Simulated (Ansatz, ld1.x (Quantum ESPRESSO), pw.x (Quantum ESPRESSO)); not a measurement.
**Ba (Z = 56): does the TM potential hold in the solid?**

* Element: Ba (Z = 56)
* Generator: ld1.x (Quantum ESPRESSO) 7.5
* Type: norm-conserving Troullier–Martins (Kleinman–Bylander form)
* Functional: LDA (PW92)
* Relativity: scalar-relativistic
* Frozen core: [Kr] 4d10 5s2
* Valence charge: 8
* Reference configuration: 5p6 5d0 6s2 6p0
* Partial waves: 5p (bound): rc 1.90 bohr; 5d (bound, empty): rc 4.20 bohr; 6s (bound): rc 3.25 bohr
* Local potential: the s channel
* Core correction: Bessel-smoothed model core inside 1.20 bohr

Crystal test: sc Ba in pw.x 7.5, no spin, 9³ k-points, Fermi–Dirac smearing 0.01 Ry, cutoffs 70/280 Ry. The reference is all-electron LAPW (Ansatz 0.2.0) with the same functional, mesh and smearing; V0 and B0 come from Birch–Murnaghan fits to the pressures at five volumes. Errors are pseudo minus all-electron; Δ is the rms difference of the E(V) curves that follow from these fits, minima aligned, over ±6 % about the mean V0. Mesh and smearing are coarse, so the numbers serve the comparison and aren't converged zero-temperature values; the lattice is a test structure that the element need not adopt.

| V (Å³/atom) | P all-electron (GPa) | P pseudo (GPa) |
| --- | --- | --- |
| 48.139 | 0.55 | 3.77 |
| 49.406 | 0.30 | 3.19 |
| 50.673 | 0.07 | 2.67 |
| 51.940 | -0.14 | 2.21 |
| 53.207 | -0.32 | 1.79 |

All-electron: a0 = 3.711 Å (V0 = 51.10 Å³/atom), B0 = 8.5 GPa.

Pseudopotential: mean pressure error (GPa): +2.63. The pressure does not cross zero within the volumes sampled, so no fit is given. The largest radius (4.20 bohr) exceeds half the bond length (3.50 bohr), so the spheres overlap, which is one possible source of error among others. This is a poor potential for the solid. The logarithmic derivative shows an extra or strongly shifted pseudo pole above the reference energy (s near 1.34 Ry).

Task: At the middle volume, how do free energy and pressure move when the wave cutoff is lowered (ecutrho kept at four times it)?

Result:

| cutoff (Ry) | shift of F (meV/atom) | shift of P (GPa) |
| --- | --- | --- |
| 32 | +134.1 | -0.15 |
| 42 | +54.8 | -0.75 |
| 56 | +1.5 | -0.02 |

The run at the middle volume (35 k-points, 6 iterations) took about 19 s on one core of a shared host (Neoverse-N1, 64 threads, 498 GiB, load 50).
